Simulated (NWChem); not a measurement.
Species: methyl formate (C2H4O2); SMILES COC=O

```xyz
8

C     -0.5094    -1.3186     0.0026
O      0.6764    -0.5380     0.0014
C      0.5040     0.7806     0.0002
O     -0.5523     1.3438    -0.0002
H     -1.1154    -1.1114    -0.8919
H     -0.1891    -2.3667     0.0086
H     -1.1198    -1.1023     0.8919
H      1.4961     1.2788    -0.0003
```
Atoms are numbered in this order, from 1.

Computed with NWChem. Geometry optimised at PBE0/def2-SVP; all other runs use it.  Vzz has the sign of the potential's second derivative.

```csv
quantity,level,value
"charge (e), ESP C1",B3LYP/def2-SVP,…
dipole in solution (D) in ethylene glycol,"B3LYP/def2-SVP, SMD",2.33
orbital gap (eV),LRC-wPBEh/def2-SVP,…
Vzz O4 (a.u.),B3LYP/cc-pVTZ,-1.565
dipole (D),PBE0/def2-SVP,1.82
highest harmonic frequency (cm⁻¹),PBE0/def2-SVP,…
```

Task: What belongs in the gaps?

Result: 
- charge (e), ESP C1, value: 0.28
- orbital gap (eV), value: 12.19
- highest harmonic frequency (cm⁻¹), value: 3209
